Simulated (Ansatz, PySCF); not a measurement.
Molecule (SMILES): C=C=O.
Geometry (B3LYP-D3(BJ)/def2-TZVP, fixed):
```xyz
5

C      0.0091     0.0017    -1.2056
C     -0.0008    -0.0001     0.1027
H      0.0282     0.9401    -1.7377
H     -0.0018    -0.9351    -1.7406
O     -0.0096    -0.0018     1.2620
```
Charge 0, spin multiplicity 1.

Near-linear dependence at HF/aug-cc-pVTZ with PySCF (spherical functions, density fitting): canonical orthogonalisation drops combinations whose overlap eigenvalue lies under the threshold. The set has 184 functions.

```json
[
 {"threshold": "1e-3", "orbitals kept": "…", "energy minus last row (mEh)": "…"},
 {"threshold": "1e-4", "orbitals kept": "…", "energy minus last row (mEh)": "…"},
 {"threshold": "1e-5", "orbitals kept": "…", "energy minus last row (mEh)": "…"},
 {"threshold": "1e-6", "orbitals kept": "184", "energy minus last row (mEh)": "0.000"},
 {"threshold": "1e-7", "orbitals kept": "184", "energy minus last row (mEh)": "0.000"},
 {"threshold": "1e-9", "orbitals kept": "184", "energy minus last row (mEh)": "0.000"}
]
```

### Question
Fill in the missing entries.

### Answer

- 1e-3, orbitals kept: 175
- 1e-3, energy minus last row (mEh): 19.670
- 1e-4, orbitals kept: 180
- 1e-4, energy minus last row (mEh): 0.118
- 1e-5, orbitals kept: 184
- 1e-5, energy minus last row (mEh): 0.000

The smallest overlap eigenvalue is 3.2e-05. Ansatz (a program for electronic structure) at its default drops 0 functions.
